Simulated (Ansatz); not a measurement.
**BCl₃ (singlet): wave-function methods side by side, cc-pV(D+d)Z**

The task here is to estimate one member of a computed series from the others.

The runs use Ansatz 0.2.0, Gaussian basis; cc-pV(D+d)Z, core rule «outside noble gas», up to 16 orbitals frozen.

Plan: UHF; CCSD(T) on RHF; BCCD(T) on RHF; CISD; CCSDT(Q) on RHF; CASSCF and MRCISD+Q, 18 electrons in 13 orbitals; CASSCF and NEVPT2, 18 electrons in 13 orbitals.

19 further runs of the same task are left out: 2 that didn't finish, 17 set aside as unsound or not needed.

### What is computed

The geometry is an MP2(full)/6-31G* stationary point (not a proven minimum).

4 atoms, charge 0, spin multiplicity 1.

Atoms are counted from 1 here; the program's logs count them from 0.

Bond lengths: B1–Cl2 1.735 Å, B1–Cl3 1.735 Å, B1–Cl4 1.735 Å. Angles: Cl2–B1–Cl3 120.0°, Cl2–B1–Cl4 120.0°, Cl3–B1–Cl4 120.0°.

Set-up of the first run:

in.yaml

```yaml
crystal:
  periodic: [false, false, false]
  atoms:
    - {symbol: B, position_ang: [0.000000, 0.000000, 0.000000]}
    - {symbol: Cl, position_ang: [0.000000, 1.735352, 0.000000]}
    - {symbol: Cl, position_ang: [1.502859, -0.867676, 0.000000]}
    - {symbol: Cl, position_ang: [-1.502859, -0.867676, 0.000000]}
basis:
  gaussian: {orbitals: "cc-pV(D+d)Z.json"}
magnetization: {spin_polarized: true, initial_magnetization: 0}
hamiltonian: {xc: hf}
output: {orbitals: {seedname: orbitals}}
```

On the command line:

```sh
$ ansatz run in.yaml --threads 1 --pin off --events-out ev --progress --plain --max-ram 4096MiB --backend cpu
```

Among the steps run: UHF; CCSD(T) on RHF; BCCD(T) on RHF; CISD; CCSDT(Q) on RHF; CASSCF and MRCISD+Q, 18 electrons in 13 orbitals; CASSCF and NEVPT2, 18 electrons in 13 orbitals.

One of the session's tables, all rows but one given; the rest of the session is left out.

It belongs to the step «Misses and costs». 

```
          method  from RCCSDT(Q) (meV)
             RHF              +14957.5
            RMP2               +1499.2
            CISD               +2537.6
           RCCSD                +468.2
        RCCSD(T)                 +56.2
         BCCD(T)                 +51.9
          RCCSDT                 +31.5
       RCCSDT(Q)                     0
  CASSCF valence              +13056.8
  NEVPT2 valence                     ?
  MRCISD valence               +1909.0
MRCISD+Q valence                +272.8
```

**Question.** Estimate the row for NEVPT2 valence.

As computed: from RCCSDT(Q) (meV): +2254.4. In the column «from RCCSDT(Q) (meV)» it lies between MRCISD valence (+1909.0) and CISD (+2537.6).
